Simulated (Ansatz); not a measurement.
MgAl2⁻. Charge -1, multiplicity 2. Geometry PBE0-D4/def2-TZVPD, basis def2-TZVPD, Ansatz.

```tsv
atom	x (Å)	y (Å)	z (Å)
Al1	1.377	0.362	0.449
Al2	-0.442	-1.382	0.352
Mg3	-0.935	1.020	-0.802
```

```json
{"run": "A", "HOMO (eV)": "0.33", "LUMO (eV)": "1.10"}
{"run": "B", "HOMO (eV)": "-0.03", "LUMO (eV)": "1.52"}
{"run": "C", "HOMO (eV)": "0.55", "LUMO (eV)": "0.96"}
{"run": "D", "HOMO (eV)": "-0.38", "LUMO (eV)": "2.08"}
{"run": "E", "HOMO (eV)": "0.32", "LUMO (eV)": "1.18"}
```

HSE06 is defined as in plane-wave codes, on full-range PBE exchange. The order of the spin states hangs on the level: the quartet lies 0.08 eV below the doublet at BHLYP-D4/def2-TZVPD, but 0.13 eV above it at r2SCAN-D4/def2-TZVPD. The structure comes from a short search, and lower isomers may exist.

HOMO and LUMO are taken over both spins.

Problem. The runs used BHLYP, HSE06, PBE, PBE0, r2SCAN. Estimate which is which.

Solution. A r2SCAN (0 % exact exchange); B PBE0 (25 % exact exchange); C PBE (0 % exact exchange); D BHLYP (50 % exact exchange); E HSE06 (range-separated). Exact exchange lowers occupied and raises empty levels; among semilocal functionals meta-GGAs tend to open the gap a little, and such runs are hard to tell apart. The gap grows from 0.41 eV (PBE) to 2.46 eV (BHLYP). At r2SCAN-D4/def2-TZVPD the charge -1 doublet is spin-contaminated (final ⟨S²⟩ up to 1.04, 0.75 for a pure state). At r2SCAN-D4/def2-TZVPD, PBE-D4/def2-TZVPD, HSE06-D4/def2-TZVPD the highest occupied level of the charge -1 doublet lies above zero (up to 0.55 eV). By energy differences its removal costs 1.34 eV (vertical, to the charge 0 triplet, at PBE-D4/def2-TZVPD); a positive level beside a positive removal energy at the same level points to self-interaction error.
